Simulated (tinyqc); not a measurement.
RHF in the sto-3g basis, for NH3, spin multiplicity 1, step by step (part 2 of 2). Computed by tinyqc, a small Python program that keeps every step (integrals from PySCF). Command: `OMP_NUM_THREADS=1 python tinyqc.py 25722 25723 out.jsonl` (the two numbers bound the seeds that draw the settings). One thread of a shared host (Intel(R) Xeon(R) Processor @ 2.60GHz), about 0.07 s of CPU time with the checks.

Geometry (angstrom):
```
atom          x          y         z
N      0.000000   0.000000  0.171000
H      1.174000   0.000000  0.000000
H     -0.587000   1.017000  0.000000
H     -0.587000  -1.017000  0.000000
```

## Iteration 1: diagonalisation and new density

Fock matrix F (hartree), order 1N 1s, 1N 2s, 1N 2px, 1N 2py, 1N 2pz, 2H 1s, 3H 1s, 4H 1s:
```
[[-19.104924, -4.453931, -0.001284, 0.000000, 0.009008, -0.744591, -0.742379, -0.742379],
 [-4.453931, -2.695177, -0.009084, 0.000000, -0.046882, -0.773241, -0.770881, -0.770881],
 [-0.001284, -0.009084, -1.784023, 0.000000, 0.000258, -0.548077, 0.273279, 0.273279],
 [0.000000, 0.000000, 0.000000, -1.222198, 0.000000, 0.000000, -0.374379, 0.374379],
 [0.009008, -0.046882, 0.000258, 0.000000, -1.740661, 0.063009, 0.063736, 0.063736],
 [-0.744591, -0.773241, -0.548077, 0.000000, 0.063009, -0.586845, -0.178719, -0.178719],
 [-0.742379, -0.770881, 0.273279, -0.374379, 0.063736, -0.178719, -0.596183, -0.196440],
 [-0.742379, -0.770881, 0.273279, 0.374379, 0.063736, -0.178719, -0.196440, -0.596183]]
```

X, order 1N 1s, 1N 2s, 1N 2px, 1N 2py, 1N 2pz, 2H 1s, 3H 1s, 4H 1s:
```
[[1.024343, -0.144487, -0.000006, 0.000000, 0.003045, 0.020041, 0.020035, 0.020035],
 [-0.144487, 1.239478, 0.000068, 0.000000, -0.029311, -0.232481, -0.232358, -0.232358],
 [-0.000006, 0.000068, 1.103278, 0.000000, -0.000010, -0.238933, 0.119401, 0.119401],
 [0.000000, 0.000000, 0.000000, 1.103258, 0.000000, 0.000000, -0.206853, 0.206853],
 [0.003045, -0.029311, -0.000010, 0.000000, 1.003944, 0.031394, 0.031373, 0.031373],
 [0.020041, -0.232481, -0.238933, 0.000000, 0.031394, 1.145237, -0.030765, -0.030765],
 [0.020035, -0.232358, 0.119401, -0.206853, 0.031373, -0.030765, 1.145124, -0.030749],
 [0.020035, -0.232358, 0.119401, 0.206853, 0.031373, -0.030765, -0.030749, 1.145124]]
```

Diagonalise F' = X^T F X, C = X C', fill 5 alpha and 5 beta electrons from the bottom; D = 2 C_occ C_occ^T. Each column has its largest component positive (the first on a tie).

F' = X^T F X (hartree):
```
[[-18.863428, -2.022990, 0.000209, 0.000000, 0.017530, -0.124653, -0.123376, -0.123376],
 [-2.022990, -1.911531, -0.009827, 0.000000, -0.055502, -0.229173, -0.222788, -0.222788],
 [0.000209, -0.009827, -1.774307, 0.000000, 0.000494, -0.170597, 0.084279, 0.084279],
 [0.000000, 0.000000, 0.000000, -1.180092, 0.000000, 0.000000, -0.141564, 0.141564],
 [0.017530, -0.055502, 0.000494, 0.000000, -1.740309, 0.016660, 0.016642, 0.016642],
 [-0.124653, -0.229173, -0.170597, 0.000000, 0.016660, -0.292098, -0.035523, -0.035523],
 [-0.123376, -0.222788, 0.084279, -0.141564, 0.016642, -0.035523, -0.327637, -0.034575],
 [-0.123376, -0.222788, 0.084279, 0.141564, 0.016642, -0.035523, -0.034575, -0.327637]]
```

orbital energies (hartree): [-19.105080, -1.811322, -1.796187, -1.704506, -1.223184, -0.292253, -0.249969, -0.234537]

coefficients C, order 1N 1s, 1N 2s, 1N 2px, 1N 2py, 1N 2pz, 2H 1s, 3H 1s, 4H 1s:
```
[[1.000742, -0.153364, 0.124154, 0.152851, 0.000000, 0.083018, 0.000000, 0.026353],
 [-0.003816, 0.677779, -0.547649, -0.679532, 0.000000, -0.672988, 0.000000, -0.214649],
 [0.000041, 0.702632, 0.782688, 0.066960, 0.000000, 0.135684, 0.000000, -0.416700],
 [0.000000, 0.000000, 0.000000, 0.000000, 1.017001, 0.000000, -0.518137, 0.000000],
 [-0.000313, 0.411742, -0.438687, 0.801119, 0.000000, 0.085076, 0.000000, 0.026800],
 [0.001348, -0.109054, -0.053041, 0.043827, 0.000000, 0.333955, 0.000000, 1.139223],
 [0.001267, -0.001235, 0.066799, 0.053270, -0.027261, 0.783195, 0.856378, -0.266077],
 [0.001267, -0.001235, 0.066799, 0.053270, 0.027261, 0.783195, -0.856378, -0.266077]]
```

D after iteration 1, order 1N 1s, 1N 2s, 1N 2px, 1N 2py, 1N 2pz, 2H 1s, 3H 1s, 4H 1s:
```
[[2.127566, -0.559251, -0.000617, 0.000000, 0.009056, 0.036376, 0.035785, 0.035785],
 [-0.559251, 2.442163, 0.004179, 0.000000, -0.050137, -0.149308, -0.147246, -0.147246],
 [-0.000617, 0.004179, 2.221550, 0.000000, -0.000818, -0.230410, 0.109965, 0.109965],
 [0.000000, 0.000000, 0.000000, 2.068580, 0.000000, 0.000000, -0.055450, 0.055450],
 [0.009056, -0.050137, -0.000818, 0.000000, 2.007538, 0.026953, 0.025726, 0.025726],
 [0.036376, -0.149308, -0.230410, 0.000000, 0.026953, 0.033258, -0.002144, -0.002144],
 [0.035785, -0.147246, 0.109965, -0.055450, 0.025726, -0.002144, 0.016092, 0.013120],
 [0.035785, -0.147246, 0.109965, 0.055450, 0.025726, -0.002144, 0.013120, 0.016092]]
```

## Iteration 2: building the Fock matrix

core Hamiltonian H = T + V (hartree), order 1N 1s, 1N 2s, 1N 2px, 1N 2py, 1N 2pz, 2H 1s, 3H 1s, 4H 1s:
```
[[-25.533148, -5.875829, -0.000007, 0.000000, 0.004982, -0.976095, -0.975536, -0.975536],
 [-5.875829, -7.584099, -0.000078, 0.000000, 0.060621, -2.469481, -2.468477, -2.468477],
 [-0.000007, -0.000078, -6.278743, 0.000000, 0.000012, -1.985470, 0.992191, 0.992191],
 [0.000000, 0.000000, 0.000000, -6.278737, 0.000000, 0.000000, -1.719043, 1.719043],
 [0.004982, 0.060621, 0.000012, 0.000000, -6.149571, 0.302190, 0.302032, 0.302032],
 [-0.976095, -2.469481, -1.985470, 0.000000, 0.302190, -4.063179, -0.627641, -0.627641],
 [-0.975536, -2.468477, 0.992191, -1.719043, 0.302032, -0.627641, -4.062534, -0.627203],
 [-0.975536, -2.468477, 0.992191, 1.719043, 0.302032, -0.627641, -0.627203, -4.062534]]
```

nuclear repulsion = 10.14616736 hartree

Given earlier and not repeated: Two-electron integrals (ij|kl) in chemists' order.

J_ij = sum D_kl (ij|kl), K_ij = sum D_kl (ik|jl); F = H + J - 0.5 K; E = tr D H + tr D J / 2 - 0.25 tr D K + E_nn.

Coulomb J (hartree), order 1N 1s, 1N 2s, 1N 2px, 1N 2py, 1N 2pz, 2H 1s, 3H 1s, 4H 1s:
```
[[16.210443, 3.070075, -0.000732, 0.000000, -0.000833, 0.507505, 0.507265, 0.507265],
 [3.070075, 7.657449, -0.006708, 0.000000, -0.000571, 2.410966, 2.414322, 2.414322],
 [-0.000732, -0.006708, 7.650337, 0.000000, 0.000295, 2.057860, -1.033274, -1.033274],
 [0.000000, 0.000000, 0.000000, 7.647842, 0.000000, 0.000000, 1.787059, -1.787059],
 [-0.000833, -0.000571, 0.000295, 0.000000, 7.653729, -0.299959, -0.300537, -0.300537],
 [0.507505, 2.410966, 2.057860, 0.000000, -0.299959, 4.242467, 0.595266, 0.595266],
 [0.507265, 2.414322, -1.033274, 1.787059, -0.300537, 0.595266, 4.259897, 0.595742],
 [0.507265, 2.414322, -1.033274, -1.787059, -0.300537, 0.595266, 0.595742, 4.259897]]
```

exchange K (hartree), order 1N 1s, 1N 2s, 1N 2px, 1N 2py, 1N 2pz, 2H 1s, 3H 1s, 4H 1s:
```
[[8.572023, 1.484451, -0.000475, 0.000000, -0.000300, 0.260147, 0.260586, 0.260586],
 [1.484451, 2.497204, -0.005284, 0.000000, -0.003697, 0.722582, 0.732793, 0.732793],
 [-0.000475, -0.005284, 2.062223, 0.000000, 0.000310, 0.482604, -0.247857, -0.247857],
 [0.000000, 0.000000, 0.000000, 2.049041, 0.000000, 0.000000, 0.457975, -0.457975],
 [-0.000300, -0.003697, 0.000310, 0.000000, 2.054624, -0.071996, -0.073260, -0.073260],
 [0.260147, 0.722582, 0.482604, 0.000000, -0.071996, 0.380188, 0.163610, 0.163610],
 [0.260586, 0.732793, -0.247857, 0.457975, -0.073260, 0.163610, 0.419388, 0.150576],
 [0.260586, 0.732793, -0.247857, -0.457975, -0.073260, 0.163610, 0.150576, 0.419388]]
```

Fock matrix F (hartree), order 1N 1s, 1N 2s, 1N 2px, 1N 2py, 1N 2pz, 2H 1s, 3H 1s, 4H 1s:
```
[[-13.608716, -3.547979, -0.000502, 0.000000, 0.004299, -0.598664, -0.598564, -0.598564],
 [-3.547979, -1.175252, -0.004145, 0.000000, 0.061898, -0.419805, -0.420552, -0.420552],
 [-0.000502, -0.004145, 0.340483, 0.000000, 0.000152, -0.168912, 0.082846, 0.082846],
 [0.000000, 0.000000, 0.000000, 0.344585, 0.000000, 0.000000, -0.160971, 0.160971],
 [0.004299, 0.061898, 0.000152, 0.000000, 0.476846, 0.038228, 0.038125, 0.038125],
 [-0.598664, -0.419805, -0.168912, 0.000000, 0.038228, -0.010807, -0.114180, -0.114180],
 [-0.598564, -0.420552, 0.082846, -0.160971, 0.038125, -0.114180, -0.012330, -0.106748],
 [-0.598564, -0.420552, 0.082846, 0.160971, 0.038125, -0.114180, -0.106748, -0.012330]]
```

total energy of this density = -53.41131825 hartree

## Iteration 2: diagonalisation and new density

As before.

F' = X^T F X (hartree):
```
[[-13.320354, -1.991634, 0.000009, 0.000000, 0.008056, -0.062496, -0.062400, -0.062400],
 [-1.991634, -0.253631, -0.005247, 0.000000, 0.012802, -0.297470, -0.301717, -0.301717],
 [0.000009, -0.005247, 0.556167, 0.000000, 0.000198, -0.351174, 0.176010, 0.176010],
 [0.000000, 0.000000, 0.000000, 0.574444, 0.000000, 0.000000, -0.324206, 0.324206],
 [0.008056, 0.012802, 0.000198, 0.000000, 0.484990, 0.049327, 0.049495, 0.049495],
 [-0.062496, -0.297470, -0.351174, 0.000000, 0.049327, 0.267305, -0.046388, -0.046388],
 [-0.062400, -0.301717, 0.176010, -0.324206, 0.049495, -0.046388, 0.272660, -0.043992],
 [-0.062400, -0.301717, 0.176010, 0.324206, 0.049495, -0.046388, -0.043992, 0.272660]]
```

orbital energies (hartree): [-13.619632, -0.395422, -0.030722, -0.010615, 0.467952, 0.637649, 0.883213, 0.921819]

coefficients C, order 1N 1s, 1N 2s, 1N 2px, 1N 2py, 1N 2pz, 2H 1s, 3H 1s, 4H 1s:
```
[[0.992084, -0.206807, 0.000000, 0.001646, -0.086131, -0.192149, 0.005297, 0.000000],
 [0.035060, 0.671891, 0.000000, -0.006623, 0.422692, 1.043035, -0.027715, 0.000000],
 [0.000070, 0.004723, 0.000000, 0.434217, 0.005940, 0.025556, 1.055258, 0.000000],
 [0.000000, 0.000000, 0.433076, 0.000000, 0.000000, 0.000000, 0.000000, 1.056031],
 [-0.001382, -0.060236, 0.000000, 0.000455, 0.913878, -0.415809, 0.004977, 0.000000],
 [-0.006283, 0.236266, 0.000000, 0.620653, -0.181667, -0.616018, -0.756591, 0.000000],
 [-0.006215, 0.234119, 0.537820, -0.309643, -0.176573, -0.591558, 0.399558, -0.666990],
 [-0.006215, 0.234119, -0.537820, -0.309643, -0.176573, -0.591558, 0.399558, 0.666990]]
```

D after iteration 2, order 1N 1s, 1N 2s, 1N 2px, 1N 2py, 1N 2pz, 2H 1s, 3H 1s, 4H 1s:
```
[[2.068841, -0.281174, -0.001409, 0.000000, -0.135253, -0.076851, -0.079768, -0.079768],
 [-0.281174, 1.262758, 0.005622, 0.000000, 0.691531, 0.155250, 0.168998, 0.168998],
 [-0.001409, 0.005622, 0.377204, 0.000000, 0.010683, 0.539069, -0.268791, -0.268791],
 [0.000000, 0.000000, 0.000000, 0.375109, 0.000000, 0.000000, 0.465834, -0.465834],
 [-0.135253, 0.691531, 0.010683, 0.000000, 1.677606, -0.359924, -0.351202, -0.351202],
 [-0.076851, 0.155250, 0.539069, 0.000000, -0.359924, 0.948149, -0.209500, -0.209500],
 [-0.079768, 0.168998, -0.268791, 0.465834, -0.351202, -0.209500, 0.942314, -0.214687],
 [-0.079768, 0.168998, -0.268791, -0.465834, -0.351202, -0.209500, -0.214687, 0.942314]]
```

## Iteration 10 (converged): orbitals

converged F (hartree), order 1N 1s, 1N 2s, 1N 2px, 1N 2py, 1N 2pz, 2H 1s, 3H 1s, 4H 1s:
```
[[-15.261148, -3.883168, -0.000003, 0.000000, 0.012043, -0.651136, -0.650765, -0.650765],
 [-3.883168, -1.820625, -0.000064, 0.000000, 0.026627, -0.660094, -0.659850, -0.659850],
 [-0.000003, -0.000064, -0.186514, 0.000000, 0.000018, -0.404752, 0.202299, 0.202299],
 [0.000000, 0.000000, 0.000000, -0.186468, 0.000000, 0.000000, -0.350480, 0.350480],
 [0.012043, 0.026627, 0.000018, 0.000000, -0.281963, 0.078097, 0.078075, 0.078075],
 [-0.651136, -0.660094, -0.404752, 0.000000, 0.078097, -0.350114, -0.154903, -0.154903],
 [-0.650765, -0.659850, 0.202299, -0.350480, 0.078075, -0.154903, -0.349937, -0.154792],
 [-0.650765, -0.659850, 0.202299, 0.350480, 0.078075, -0.154903, -0.154792, -0.349937]]
```

As before.

F' = X^T F X (hartree):
```
[[-14.971172, -2.062927, -0.000010, 0.000000, 0.021394, -0.063206, -0.063111, -0.063111],
 [-2.062927, -0.821115, 0.000045, 0.000000, -0.039226, -0.377252, -0.377101, -0.377101],
 [-0.000010, 0.000045, 0.076259, 0.000000, -0.000002, -0.455794, 0.227815, 0.227815],
 [0.000000, 0.000000, 0.000000, 0.076271, 0.000000, 0.000000, -0.394647, 0.394647],
 [0.021394, -0.039226, -0.000002, 0.000000, -0.270618, 0.071602, 0.071579, 0.071579],
 [-0.063206, -0.377252, -0.455794, 0.000000, 0.071602, 0.019129, -0.036166, -0.036166],
 [-0.063111, -0.377101, 0.227815, -0.394647, 0.071579, -0.036166, 0.019068, -0.036146],
 [-0.063111, -0.377101, 0.227815, 0.394647, 0.071579, -0.036166, -0.036146, 0.019068]]
```

orbital energies (hartree): [-15.268461, -0.964966, -0.492493, -0.492472, -0.291943, 0.409234, 0.623956, 0.624033]

coefficients C, order 1N 1s, 1N 2s, 1N 2px, 1N 2py, 1N 2pz, 2H 1s, 3H 1s, 4H 1s:
```
[[0.993832, -0.223949, 0.000032, 0.000000, -0.040806, -0.178464, 0.000000, -0.000119],
 [0.027615, 0.792052, -0.000165, 0.000000, 0.202582, 1.025144, 0.000000, 0.000767],
 [0.000002, 0.000067, 0.563954, 0.000000, 0.000028, -0.000494, 0.000000, 0.992361],
 [0.000000, 0.000000, 0.000000, 0.563934, 0.000000, 0.000000, 0.992337, 0.000000],
 [-0.001582, -0.045839, -0.000038, 0.000000, 0.974944, -0.243119, 0.000000, -0.000157],
 [-0.004920, 0.165776, 0.517947, 0.000000, -0.078234, -0.642369, 0.000000, -0.843475],
 [-0.004917, 0.165697, -0.259007, 0.448574, -0.078288, -0.643033, -0.730006, 0.421082],
 [-0.004917, 0.165697, -0.259007, -0.448574, -0.078288, -0.643033, 0.730006, 0.421082]]
```

D after iteration 10, order 1N 1s, 1N 2s, 1N 2px, 1N 2py, 1N 2pz, 2H 1s, 3H 1s, 4H 1s:
```
[[2.079041, -0.316402, 0.000008, 0.000000, -0.062182, -0.077611, -0.077617, -0.077617],
 [-0.316402, 1.338296, -0.000069, 0.000000, 0.322312, 0.230466, 0.230576, 0.230576],
 [0.000008, -0.000069, 0.636087, 0.000000, 0.000005, 0.584214, -0.292118, -0.292118],
 [0.000000, 0.000000, 0.000000, 0.636044, 0.000000, 0.000000, 0.505932, -0.505932],
 [-0.062182, 0.322312, 0.000005, 0.000000, 1.905237, -0.167771, -0.167809, -0.167809],
 [-0.077611, 0.230466, 0.584214, 0.000000, -0.167771, 0.603791, -0.201068, -0.201068],
 [-0.077617, 0.230576, -0.292118, 0.505932, -0.167809, -0.201068, 0.603824, -0.201050],
 [-0.077617, 0.230576, -0.292118, -0.505932, -0.167809, -0.201068, -0.201050, 0.603824]]
```

## Convergence

Stop when the energy changes by less than 1e-10 hartree and every element of the error matrix X^T (F D S - S D F) X is below 3e-06.

Course of the cycle:
```
iteration   E (hartree)     change  largest element of the error matrix
1          -17.56605848          -                             2.12e-01
2          -53.41131825  -3.58e+01                             7.28e-01
3          -55.20764968  -1.80e+00                             2.89e-01
4          -55.35560949  -1.48e-01                             8.23e-02
5          -55.36642373  -1.08e-02                             1.54e-02
6          -55.36740946  -9.86e-04                             1.96e-03
7          -55.36742671  -1.73e-05                             9.66e-05
8          -55.36742674  -3.08e-08                             2.37e-05
9          -55.36742674  -1.50e-09                             2.62e-06
10         -55.36742674  -1.56e-11                             6.51e-07
```

PySCF RHF in the same basis = -55.36742674 hartree

Converged in 10 iterations.

## Populations, bond orders and dipole

overlap S, order 1N 1s, 1N 2s, 1N 2px, 1N 2py, 1N 2pz, 2H 1s, 3H 1s, 4H 1s:
```
[[1.000000, 0.235038, 0.000000, 0.000000, 0.000000, 0.038718, 0.038696, 0.038696],
 [0.235038, 1.000000, 0.000000, 0.000000, 0.000000, 0.392389, 0.392254, 0.392254],
 [0.000000, 0.000000, 1.000000, 0.000000, 0.000000, 0.370833, -0.185331, -0.185331],
 [0.000000, 0.000000, 0.000000, 1.000000, 0.000000, 0.000000, 0.321093, -0.321093],
 [0.000000, 0.000000, 0.000000, 0.000000, 1.000000, -0.054014, -0.053989, -0.053989],
 [0.038718, 0.392389, 0.370833, 0.000000, -0.054014, 1.000000, 0.112797, 0.112797],
 [0.038696, 0.392254, -0.185331, 0.321093, -0.053989, 0.112797, 1.000000, 0.112717],
 [0.038696, 0.392254, -0.185331, -0.321093, -0.053989, 0.112797, 0.112717, 1.000000]]
```

Mulliken: Z minus the diagonal of D S on the atom; Loewdin: the same with S^(1/2) D S^(1/2); Mayer order: 2 sum_s sum (D(s) S)_ij (D(s) S)_ji over the two atoms.

Charges (e):
```
atom   Mulliken    Loewdin
1N    -0.385289  -0.278896
2H     0.128434   0.092954
3H     0.128428   0.092971
4H     0.128428   0.092971
```

Mayer bond orders:
```
pair     order
2-1   0.927435
3-1   0.927422
3-2   0.028035
4-1   0.927422
4-2   0.028035
4-3   0.028050
```

dipole moment about the origin, x y z (debye): [0.000010, 0.000000, -0.863932]
